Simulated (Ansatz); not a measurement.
Relaxation of CH₅OS (8 atoms, charge 0, multiplicity 2), to a largest force component of 0.03 eV/Å in at most 50 steps.

Method: Ansatz, UKS BLYP-D4/6-31G*.

```xyz
8
Properties=species:S:1:pos:R:3:forces:R:3
H 0.409 -1.012 0.537 -0.31 -0.08 0.06
S 1.474 -0.310 0.057 0.07 0.03 -0.07
C 0.506 1.186 -0.458 -0.02 -0.02 -0.03
O -1.732 -1.734 0.528 0.25 0.15 -0.03
H -0.390 0.883 -1.018 0.02 -0.02 0.02
H 0.216 1.781 0.420 -0.01 0.01 0.02
H 1.160 1.785 -1.107 0.00 -0.01 0.02
H -1.644 -2.579 1.040 0.01 -0.04 0.01
```

**Question.** Where does it end, and by what steps?

**Answer.** The run converged. The force dipped under the threshold on the way, but the program's further checks kept it going. After 24 steps the energy has fallen by 1.365 eV; H1 moved furthest, 1.61 Å. Parted: H1–S2. Joined: H1–O4.

| step | energy less start (eV) | largest force component (eV/Å) | accepted |
| --- | --- | --- | --- |
| 0 | 0.0000 | 0.313 | yes |
| 1 | -0.0699 | 0.710 | yes |
| 2 | -0.1624 | 0.683 | yes |
| 3 | -0.3206 | 0.821 | yes |
| 4 | -0.4579 | 1.106 | yes |
| 5 | -0.7834 | 1.991 | yes |
| 6 | -1.1533 | 1.862 | yes |
| 7 | -1.1525 | 3.504 | no |
| 8 | -1.2978 | 0.597 | yes |
| 9 | -1.3261 | 0.351 | yes |
| 10 | -1.3395 | 0.173 | yes |
| 11 | -1.3439 | 0.486 | yes |
| 12 | -1.3491 | 0.190 | yes |
| 13 | -1.3485 | 0.480 | no |
| 14 | -1.3562 | 0.135 | yes |
| 15 | -1.3576 | 0.071 | yes |
| 16 | -1.3547 | 0.435 | no |
| 17 | -1.3593 | 0.053 | yes |
| 18 | -1.3608 | 0.135 | yes |
| 19 | -1.3609 | 0.186 | yes |
| 20 | -1.3627 | 0.125 | yes |
| 21 | -1.3637 | 0.014 | yes |
| 22 | -1.3641 | 0.025 | yes |
| 23 | -1.3642 | 0.084 | yes |
| 24 | -1.3646 | 0.024 | yes |

```xyz
8
Properties=species:S:1:pos:R:3
H -0.850 -1.434 1.444
S 1.321 -0.347 0.224
C 0.541 1.154 -0.482
O -1.277 -1.479 0.561
H -0.540 0.935 -0.541
H 0.690 2.031 0.168
H 0.917 1.359 -1.497
H -0.802 -2.218 0.122
```

Whether the end is a true minimum wasn't checked by a vibrational analysis.

The run took 15 s on 2 threads of AMD EPYC 9R45 (Zen 5), with other jobs on the host, peak memory 0.17 GiB.
